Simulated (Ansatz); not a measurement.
This Ansatz (a program for electronic structure) input (CCSD(T)/cc-pV(D+d)Z) gives -398.87194 Eh with 33 basis functions. A basis named .json is the Basis Set Exchange file of that set (core-valence sets with the plain set on hydrogen).

Ansatz 0.2 input:
```yaml
crystal:
  periodic: [false, false, false]
  atoms:
    - {symbol: S, position_ang: [0.00184013, 0.00030176, 0.10309296]}
    - {symbol: H, position_ang: [-0.00752722, 0.96781232, -0.82771199]}
    - {symbol: H, position_ang: [-0.02191490, -0.97264043, -0.82177540]}
basis:
  gaussian:
    orbitals: cc-pV_D+d_Z.json
magnetization: {spin_polarized: false}
correlation: {method: ccsd_t, electrons: outside_noble_gas}
```

Change:
```diff
- orbitals: cc-pV_D+d_Z.json
+ orbitals: cc-pV_Q+d_Z.json
```

### Question
What does the run give now?

### Answer
-398.95726 Eh (CCSD(T)/cc-pV(Q+d)Z, 124 functions), a change of -85.32 mEh.
